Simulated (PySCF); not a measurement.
Computed spectra and the visible range. Vertical TDDFT excitations of isolated species (PySCF; the level stands beside each; core orbitals frozen in the response), one conformer each, no solvent.

1. `F[C]Cl` [singlet]
2. `CN(C)c1ccoc1`
3. `C=CC1=C[P@@H](=S)CC1`
4. `ClCC[Si@@H](CC#N)Cl`
5. `C#CC/P=P/C(=C)C`
6. `FC[C@@H]1CO1`

Question: For which of them does the calculation put a singlet between 380 and 750 nm?

Answer: 1 and 5.

1. (CAM-B3LYP/def2-SVPD on a GFN2-xTB geometry) 403 nm (f 0.007); 213 nm (f 0.000); 180 nm (f 0.003); 162 nm (f 0.203); 153 nm (f 0.033). S1 lies in the visible range (380 to 750 nm), at 403 nm, f = 0.0069; light of that wavelength is violet, and its complementary colour is yellow-green.
2. (CAM-B3LYP/def2-SVPD on a GFN2-xTB geometry) 231 nm (f 0.052); 226 nm (f 0.049); 203 nm (f 0.010); 198 nm (f 0.007); 189 nm (f 0.010).
3. (CAM-B3LYP/def2-SVPD on a GFN2-xTB geometry) 274 nm (f 0.057); 268 nm (f 0.003); 223 nm (f 0.684); 215 nm (f 0.009); 210 nm (f 0.015).
4. (CAM-B3LYP/def2-SVPD on a GFN2-xTB geometry) 167 nm (f 0.000); 165 nm (f 0.000); 163 nm (f 0.005); 161 nm (f 0.024); 158 nm (f 0.013).
5. (PBE0/def2-SVPD on a GFN2-xTB geometry) 403 nm (f 0.000); 321 nm (f 0.208); 310 nm (f 0.000); 280 nm (f 0.043); 248 nm (f 0.004). S1 lies in the visible range (380 to 750 nm), at 403 nm, dark in the vertical dipole picture (f under 0.0005); light of that wavelength is violet, and its complementary colour is yellow-green; a Tamm–Dancoff triplet lies at 655 nm, without intensity as long as spin–orbit coupling is left out.
6. (PBE0/def2-SVPD on a GFN2-xTB geometry) 157 nm (f 0.009); 154 nm (f 0.004); 147 nm (f 0.033); 145 nm (f 0.007); 143 nm (f 0.040).
